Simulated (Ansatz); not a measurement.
Litharge PbO was calculated with LDA (Ansatz, a quantum-chemistry and plane-wave program, PAW).

Settings: plane-wave cutoff 500 eV, 8×8×8 k mesh, gaussian smearing 0.02 eV, scalar-relativistic PAW data made under PBE.

Computed at the level's own relaxed cell.

### Question
Give the computed volume per atom, lattice constant a and lattice parameter c.

### Answer

volume per atom: 19.02 Å³/atom
lattice constant a: 3.944 Å
lattice parameter c: 4.892 Å

Measured, for comparison: lattice constant a 3.975 Å (room temperature, no zero-point or thermal correction, our sources range from 3.964 to 3.975; as tabulated in Canepa et al. (2012), arXiv:1204.2842); lattice parameter c 5.023 Å (room temperature, no zero-point or thermal correction, our sources range from 4.995 to 5.023; as tabulated in Canepa et al. (2012), arXiv:1204.2842). Computed (rounded) less measured: lattice constant a -0.8 % (-0.5 % to -0.8 % over the range), lattice parameter c -2.6 % (-2.1 % to -2.6 % over the range). A static lattice is as a rule a little smaller and stiffer than an uncorrected measurement, which narrows the difference in the lattice constant a and would widen misses of the other sign.

Spin–orbit coupling is not included; it can shift volumes and moduli of such heavy elements.

It cost roughly 70 core-seconds of CPU time.
